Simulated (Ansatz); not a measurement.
Relaxation of BH$_{5}$N$_{2}$ (8 atoms, charge 0, multiplicity 1), to a largest force component of 0.02 eV/Å in at most 40 steps.

The calculation used RKS PBE0/def2-mTZVP in Ansatz 0.2.0.

```xyz
8
Properties=species:S:1:pos:R:3
B 0.000 0.000 0.000
N 0.000 0.000 1.550
H -0.877 -0.271 2.080
H 0.877 0.271 2.080
N 1.342 0.000 -0.775
H 1.809 -0.918 -1.027
H 1.794 0.918 -1.053
H -1.030 0.000 -0.595
```

Question: Where does it end, and by what steps?

Answer: The run converged. After 11 steps the energy has fallen by 1.712 eV; H6 moved furthest, 1.08 Å.

```tsv
step	energy less start (eV)	largest force component (eV/Å)	accepted
0	0.0000	2.893	yes
1	-0.8037	1.342	yes
2	-0.9636	1.891	yes
3	-1.0935	0.673	yes
4	-1.1538	1.694	yes
5	-1.3058	1.602	yes
6	-1.4835	0.879	yes
7	-1.6418	0.508	yes
8	-1.6983	0.330	yes
9	-1.7116	0.044	yes
10	-1.7120	0.029	yes
11	-1.7121	0.011	yes
```

```xyz
8
Properties=species:S:1:pos:R:3
B 0.083 0.122 0.057
N 0.029 -0.148 1.440
H -0.829 -0.096 1.962
H 0.820 -0.412 2.005
N 1.274 0.053 -0.695
H 2.176 -0.193 -0.321
H 1.293 0.249 -1.681
H -0.931 0.424 -0.507
```

Time of the run: 14 s on 2 threads of Arm Neoverse V1 (shared host), peak memory 0.12 GiB.
